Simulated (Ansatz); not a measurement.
Geometry optimisation, RKS BLYP-D4/def2-SVP (Ansatz).

input.yaml

```yaml
crystal:
  periodic: [false, false, false]
  atoms:
    - { symbol: O, position_ang: [0.5471, -0.4305, 0.8114] }
    - { symbol: P, position_ang: [0.0948, 0.2845, -0.6186] }
    - { symbol: H, position_ang: [0.8646, -1.2728, 0.6557] }
    - { symbol: H, position_ang: [-1.1477, -0.2044, -0.7338] }
    - { symbol: H, position_ang: [-0.3089, 1.5495, -0.1561] }
basis:
  gaussian: { orbitals: def2-SVP }
hamiltonian:
  xc: blyp
  dispersion: d4
relax:
  f_tol: 0.02
  max_steps: 40
```

Run as:

```bash
$ ansatz run input.yaml --threads 1 --pin off --max-ram 2048MiB --backend cpu --events-out ev --progress --plain --runs-dir out
```

Where does it end, and by what steps?

It converged. After 6 steps the energy has fallen by 0.380 eV; H3 moved furthest, 0.32 Å.

```tsv
step	energy less start (eV)	largest force component (eV/Å)	accepted
0	0.0000	3.316	yes
1	-0.3200	0.929	yes
2	-0.3231	1.482	yes
3	-0.3764	0.168	yes
4	-0.3752	0.159	no
5	-0.3791	0.073	yes
6	-0.3804	0.012	yes
```

```xyz
5
Properties=species:S:1:pos:R:3
O 0.349 -0.586 0.835
P 0.086 0.201 -0.651
H 1.149 -1.136 0.726
H -1.328 -0.078 -0.805
H -0.206 1.525 -0.146
```

Whether the end is a true minimum wasn't checked by a vibrational analysis.

Time of the run: 6.2 s on 1 thread of Arm Neoverse V1 (shared host), peak memory 0.1 GiB.
